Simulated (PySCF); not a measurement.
NMR data sheet: cis-2,trans-4-hexadiene

| Property | Result |
| --- | --- |
| Formula | C6H10 |
| SMILES | C/C=C\C=C\C |
| InChI | InChI=1S/C6H10/c1-3-5-6-4-2/h3-6H,1-2H3/b5-3-,6-4+ |
| Point group of the computed structure | C1 |
| Degrees of unsaturation | 2 |
| Carbon signals | 6 |
| Proton signals | 6 |

Bonds (- single, = double, # triple, : aromatic): C1-C2, C2=C3, C3-C4, C4=C5, C5-C6. C1 carries H7, H8, H9; C2 carries H10; C3 carries H11; C4 carries H12; C5 carries H13; C6 carries H14, H15, H16. Stereochemistry as in C/C=C\C=C\C.

Level of theory: coordinates at the PBE0-D3(BJ)/def2-TZVP level, shielding tensors at PBE0/pcSseg-2 (GIAO), in PySCF 2.14.0 with density-fitted response routines (averaged over atoms made equivalent by symmetry, fast rotation or ring inversion, isolated molecule, non-relativistic, a single conformation).

Scale: TMS for $^{1}$H, $^{13}$C (reference shieldings calculated alike).

| carbon | δC, type | δH (multiplicity) | HMBC from (2–3 bonds) | span of the C tensor (ppm) |
| --- | --- | --- | --- | --- |
| C1 | 16.2, CH3 | 1.88 (d) | H11, H10 | 32 |
| C2 | 135.9, CH | 5.65 (m) | H12, H11, H7/H8/H9 | 215 |
| C3 | 140.9, CH | 6.37 (m) | H12, H13, H10, H7/H8/H9 | 204 |
| C4 | 137.7, CH | 6.91 (m) | H11, H13, H10, H14/H15/H16 | 215 |
| C5 | 141.8, CH | 6.04 (m) | H12, H11, H14/H15/H16 | 213 |
| C6 | 22.3, CH3 | 1.91 (d) | H12, H13 | 34 |

1. Carbon types of the structure: 4 × CH, 2 × CH3, which accounts for all hydrogens.
2. δC 141.8, 140.9, 137.7, 135.9: alkene CH; as expected for a trigonal carbon in a double bond.
3. δC 22.3, 16.2: allylic methyl carbon; aliphatic region, no heteroatom directly attached.
4. δH 6.91, 6.37, 6.04, 5.65: hydrogen on an alkene CH; olefinic region.
5. δH 1.91, 1.88: hydrogen on an allylic methyl carbon; allylic position.

Shifts are as computed. Against solution values, carbons near 30 ppm lie about +3 ppm off and those near 130 ppm about +9 ppm. Of 1211 compounds with measured shifts, 218 miss one by over three times the rms of a fit or turn the order of signals round; such compounds aren't used in these exercises. Multiplicities follow the n + 1 count of equivalent neighbours, as no J values were calculated; m marks all less simple cases, F and P coupling included.
